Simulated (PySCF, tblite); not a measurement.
# A complex of Na+ and hydrogen fluoride

A gas-phase complex of Na+ and hydrogen fluoride; charge +1, singlet. The structure comes from a short search (6 tight-binding starts) and was relaxed by PBE0-D3(BJ)/def2-TZVPD; another way of binding may lie lower. Frequencies by PBE0-D3(BJ)/def2-TZVPD show no clear imaginary mode.

Parts: 1 = Na+ ([Na+]), atoms 1, charge +1; 2 = hydrogen fluoride (F), atoms 2–3.

| atom | part | x (Å) | y (Å) | z (Å) |
| --- | --- | --- | --- | --- |
| Na1 | 1 | -0.321 | -0.240 | -0.211 |
| F2 | 2 | -2.280 | -0.933 | -0.846 |
| H3 | 2 | -3.157 | -1.168 | -1.043 |

| contact | kind (by geometry) | distance (Å) | angle (°) |
| --- | --- | --- | --- |
| Na1···F2 | ion contact | 2.173 | - |

Interaction energies are complex less parts, with the parts frozen as they stand in it; counterpoise-corrected, in kcal/mol (PySCF).

Q: Give the interaction energy at each level run.

A: 
| level | interaction | superposition error removed |
| --- | --- | --- |
| wB97M-D3(BJ)/def2-TZVPD | -16.23 | -0.10 |
| PBE0-D3(BJ)/def2-TZVPD | -16.51 | -0.11 |

Q: What holds them together? Decompose the wB97M-D3(BJ)/def2-TZVPD energy: frozen parts, their antisymmetrised product, then relaxation.

A: electrostatic -15.0, Pauli repulsion +4.3, orbital relaxation -5.3, dispersion correction -0.3 kcal/mol, which sum to the value before the counterpoise correction; the Pauli term holds the exchange-correlation of the frozen density too. Of the attraction, 73 % is electrostatic, 26 % is orbital relaxation, 2 % is dispersion correction.

The parts were also relaxed and run alone, at the levels used for the complex: shieldings by PBE0/pcSseg-2; core levels by delta-SCF with SCAN, pcX-2 on the ionised atom and pcseg-1 elsewhere, spin-free X2C.

Q: What does binding change?

A: 
```json
{"property": "shielding of Na1 (ppm)", "alone": "623.7", "in the complex": "613.7", "change": "-10.0"}
{"property": "shielding of F2 (ppm)", "alone": "410.5", "in the complex": "420.8", "change": "+10.3"}
{"property": "Na1 1s core level (eV)", "alone": "1088.42", "in the complex": "1087.08", "change": "-1.34"}
{"property": "F2 1s core level (eV)", "alone": "694.11", "in the complex": "700.23", "change": "+6.11"}
```

Q: What are the binding energy from relaxed parts (wB97M-D3(BJ)/def2-TZVPD), and ΔH and ΔG of association at 298.15 K and 1 atm?

A: -16.21 kcal/mol, -15.73 with zero-point energy; ΔH -16.3 and ΔG -10.1 kcal/mol, from harmonic vibrations by PBE0-D3(BJ)/def2-TZVPD with low modes damped.

The 5 runs behind this took 35 s in all, one thread each of Intel Xeon Platinum 8375C on a shared host, launched as `OMP_NUM_THREADS=1 python cluster_run.py task.json out`.
